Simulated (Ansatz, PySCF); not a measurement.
Band gap (eV) of solids drawn from the class of oxides, at two levels: HSE06 (plane waves, PAW; Ansatz, an electronic-structure program), and G0W0@PBE (Ansatz, PySCF; the runs differ in potentials, basis or settings).

HSE06 values are at the measured cell, G0W0@PBE values at the measured cell.

| solid | HSE06 | G0W0@PBE | shift (eV) |
|---|---|---|---|
| rock-salt SrO | 4.79 | 5.30 | +0.51 |
| rock-salt CaO | 5.31 | 6.12 | +0.81 |
| rock-salt BaO | 3.31 | 3.63 | +0.32 |
| rock-salt MgO | 6.52 | 7.32 | +0.80 |
| corundum (α-Al2O3) | 8.12 | 9.18 | +1.06 |
| stishovite (SiO2) | 7.73 | 8.78 | +1.05 |
| α-quartz (SiO2) | 7.85 | 9.40 | +1.55 |

The shifts run from +0.32 eV to +1.55 eV, with a median of +0.81 eV.

Over all 7 rows G0W0@PBE is the larger in 7.

Spin–orbit coupling is included only where a level's name says +SOC; with heavier elements it mostly lowers gaps and can invert bands. Density-functional gaps are differences of (generalised) Kohn–Sham levels. Ansatz's density-functional and Hartree–Fock values are scalar-relativistic unless marked +SOC, with PAW data made under PBE.
